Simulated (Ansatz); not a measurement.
Consider the atomization: `[BH3-][OH+][SiH3]` → B• + 7 H• + O• + Si•.

Isolated molecules relaxed with PBE0-D4/def2-TZVP in Ansatz; ΔE leaves out vibrations. CCSD(T)/CBS adds triple-zeta CCSD(T) − MP2 to the extrapolated MP2 energy (def2 sets, frozen cores). This one scheme is used for every species, atoms too. DFT in def2-TZVPP. B3LYP here is the variant with VWN-RPA as its local correlation; programs differ in this. HSE06 is defined as in plane-wave codes. Open shells (•) are unrestricted, without spin–orbit coupling. Spin–orbit coupling would lower the free atoms: a little for B, O, Si.

`[BH3-][OH+][SiH3]`:

Z-matrix (Å, degrees):
```
B
O 1 1.654
H 1 1.203 2 105.5
H 1 1.208 2 104.8 3 123.3
H 1 1.218 2 100.1 3 -118.9
Si 2 1.699 1 110.3 3 138.4
H 2 0.960 1 114.0 3 -83.6
H 6 1.486 2 104.0 1 169.6
H 6 1.476 2 110.6 1 51.2
H 6 1.473 2 106.9 1 -72.7
```

```tsv
level	ΔE (kJ/mol)	difference from CCSD(T)/CBS
PBE-D4	3154.9	-24.0
ωB97X-V	3183.4	4.5
ωB97M-V	3186.9	8.0
PBE	3139.9	-39.0
B3LYP	3155.4	-23.5
HSE06	3121.8	-57.1
HF/def2-SVP	2401.9	-777.0
CCSD(T)/def2-TZVPP	3108.8	-70.1
MP2/CBS(def2)	3184.0	5.1
CCSD/CBS(def2)	3151.8	-27.1
CCSD(T)/CBS	3178.9	0
```

Largest T1 diagnostic among the species: 0.014.

The D4 term adds +24.1 kJ/mol with B3LYP and +12.5 kJ/mol with PBE0; it sums over pairs of atoms, weighted by their polarisabilities, and B3LYP, whose exchange is more repulsive, gets the larger term. At CCSD(T), def2-SVP lies −185.8 kJ/mol from the extrapolated value and def2-TZVPP −70.1 kJ/mol: correlation converges slowly with the basis, and small sets miss more of it in the bonded molecule than in its fragments. Leaving LDA and LC-ωPBE aside and taking each functional with its dispersion term where it has one, the values, not all of them listed here, spread over 101.4 kJ/mol, from revPBE-D4 to CAM-B3LYP-D4. LDA lies +399.9 kJ/mol from PBE without D4, its usual overbinding.

For atomizations the MP2-based limit and the directly extrapolated one differ by several kJ/mol either way, and by 10 to 25 for some Ge, Se and Sn compounds, so smaller differences from it don't rank the levels.
